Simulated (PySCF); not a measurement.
# Dipole moment and polarisability of piperazine

Species: piperazine, C4H10N2.
Atom-mapped SMILES: `[CH2:1]1[CH2:2][NH:3][CH2:4][CH2:5][NH:6]1` (hydrogens: H7, H8 on C1; H9, H10 on C2; H11 on N3; H12, H13 on C4; H14, H15 on C5; H16 on N6)

Structure used (GFN2-xTB), in Å, numbered top down from 1:
```xyz
16
C4H10N2 angstrom
C     -1.116    0.641    0.610
C     -1.201   -0.763   -0.010
N      0.080   -1.453    0.010
C      1.115   -0.640   -0.611
C      1.201    0.764    0.010
N     -0.081    1.454   -0.011
H     -0.872    0.559    1.675
H     -2.071    1.163    0.516
H     -1.509   -0.681   -1.059
H     -1.935   -1.375    0.518
H      0.341   -1.641    0.975
H      2.070   -1.161   -0.519
H      0.868   -0.556   -1.676
H      1.509    0.682    1.058
H      1.934    1.376   -0.519
H     -0.340    1.641   -0.977
```

Level: wB97X-D/def2-SVPD (PySCF), static field, nuclei fixed, core orbitals frozen in the response. The polarisability tensor in these axes (au):

```
x   66.71  0.23 -2.39
y    0.23 62.37 -0.14
z   -2.39 -0.14 58.09
```

Q: What are the eigenvalues, a third of the trace, and Δα (Δα² = ½Σ(αi − αj)² over the three pairs)?

A: Principal values 57.47, 62.35 and 67.34 au; mean 62.39 au = 9.24 Å³ = 10.29 × 10⁻⁴⁰ C²·m²/J; Δα = 8.55 au (14 % of the mean).

Q: What is the dipole moment?

A: 0.00 D; point group C2h allows none.

Q: Molar refractivity from α?

A: Lorentz–Lorenz: R = (4π/3)N_A α = 2.5225 cm³/(mol·Å³) × 9.24 Å³ = 23.3 cm³/mol, in the limit of long wavelengths.

Q: Directions of the eigenvectors, and the extent of the frame along each?

A: Largest value along (0.97, 0.05, -0.25), where the nuclei span 4.14 Å; middle along (-0.05, 1.00, 0.00), 3.32 Å; least along (0.25, 0.02, 0.97), 2.83 Å. The response follows the extents in order.

Q: Refractivity n − 1 of an ideal gas of it at 500 K and 1 atm, from the electronic α?

A: N = p/kT = 1.4678 × 10¹⁹ cm⁻³, so n − 1 = 2π × N × 9.24 × 10⁻²⁴ cm³ = 853 × 10⁻⁶ at long wavelengths, for an ideal gas.

The structure is a single GFN2-xTB conformer in the gas phase; no vibrational or solvent corrections.
